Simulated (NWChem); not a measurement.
Molecule: methanol (CH$_{4}$O); SMILES CO

Program: NWChem. Medium grid unless said otherwise, to which SCAN and Minnesota functionals are sensitive. All runs use the structure optimised with PBE0/def2-SVP. Level r2SCAN/def2-SVPD: single points from the atomic guess with DIIS by default; each run changes one setting, and all converged runs end within 0.3 mHa of each other. NWChem's automatic level shift, which a small gap switches on, acted in some of these runs.

```tsv
setting	SCF iterations
defaults	7
DIIS on 3 Fock matrices	8
no DIIS, 40 % damping	19
no level shifting	7
DIIS on 20 Fock matrices	7
core-Hamiltonian guess	18
```
